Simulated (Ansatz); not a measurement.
A nudged elastic band was laid between two geometries of C2H6FPS (11 atoms, charge 0, multiplicity 1).

Level of theory: RKS BHLYP-D4/cc-pVDZ (Ansatz 0.2.0).

```yaml
movable_images: 5
climbing_image: yes
spring: 5.0 eV/Å²
optimiser: quadratic models (default)
start_path: through a guess of the saddle point
force_threshold: 0.05 eV/Å
iteration_limit: 60
end_points: relaxed
```

Image 0:

```xyz
11
Properties=species:S:1:pos:R:3
C 0.830 -0.910 0.463
C -0.214 0.047 0.969
F -1.459 -0.479 0.719
S -0.103 1.748 0.304
P -0.660 1.571 -1.749
H 0.680 -1.887 0.930
H 1.828 -0.545 0.711
H 0.756 -1.032 -0.619
H -0.129 0.194 2.049
H 0.266 0.580 -2.179
H -1.731 0.657 -1.576
```

Image 6:

```xyz
11
Properties=species:S:1:pos:R:3
C 0.760 -1.064 0.368
C -0.132 -0.002 0.926
F -1.348 -0.526 1.247
S -0.509 1.382 -0.285
P -0.631 0.690 -2.300
H 0.817 -1.889 1.082
H 1.766 -0.673 0.197
H 0.352 -1.427 -0.579
H 0.275 0.500 1.809
H 0.728 1.920 -0.173
H -2.013 1.032 -2.273
```

(1) What changes between the two ends?

(2) What energy profile does the band end with?

(3) What is the geometry of the highest image?

The band took 12 iterations and about 6 core-minutes.

## Answers

(1) Bonds broken: P5–H10. Bonds formed: S4–H10.

(2) It converged. The highest image is number 3 of 0 to 6, 263.6 kJ/mol above the first end and 79.5 kJ/mol above the last; the last end lies 184.1 kJ/mol above the first. Neighbouring images differ by up to 1.4 eV, so the band resolves the path poorly. A vibrational analysis at the climbing image gives one clearly imaginary mode, 844i cm⁻¹: a first-order saddle point. The orbitals stay closed-shell, which can raise the energy where a bond breaks towards radicals; this wasn't checked here.

```json
{"image": "0", "path coordinate (Å)": "0.00", "energy (kJ/mol)": "0.0", "P5–H10 (Å)": "1.42", "S4–H10 (Å)": "2.77"}
{"image": "1", "path coordinate (Å)": "0.66", "energy (kJ/mol)": "7.9", "P5–H10 (Å)": "1.41", "S4–H10 (Å)": "2.61"}
{"image": "2", "path coordinate (Å)": "1.32", "energy (kJ/mol)": "128.2", "P5–H10 (Å)": "1.46", "S4–H10 (Å)": "2.00"}
{"image": "3", "path coordinate (Å)": "1.98", "energy (kJ/mol)": "263.6", "P5–H10 (Å)": "1.96", "S4–H10 (Å)": "1.40"}
{"image": "4", "path coordinate (Å)": "2.73", "energy (kJ/mol)": "214.6", "P5–H10 (Å)": "2.52", "S4–H10 (Å)": "1.34"}
{"image": "5", "path coordinate (Å)": "3.48", "energy (kJ/mol)": "188.5", "P5–H10 (Å)": "2.74", "S4–H10 (Å)": "1.35"}
{"image": "6", "path coordinate (Å)": "4.24", "energy (kJ/mol)": "184.1", "P5–H10 (Å)": "2.81", "S4–H10 (Å)": "1.35"}
```

(3) 
```xyz
11
Properties=species:S:1:pos:R:3
C 0.768 -0.964 0.368
C -0.150 0.094 0.909
F -1.440 -0.346 0.878
S -0.070 1.707 -0.001
P -0.908 1.243 -2.162
H 0.595 -1.892 0.918
H 1.810 -0.666 0.495
H 0.564 -1.139 -0.691
H 0.082 0.363 1.942
H 0.701 1.168 -1.037
H -1.887 0.374 -1.600
```

The run took 3 min on 2 threads of Arm Neoverse V2, with other jobs on the host, peak memory 0.25 GiB.
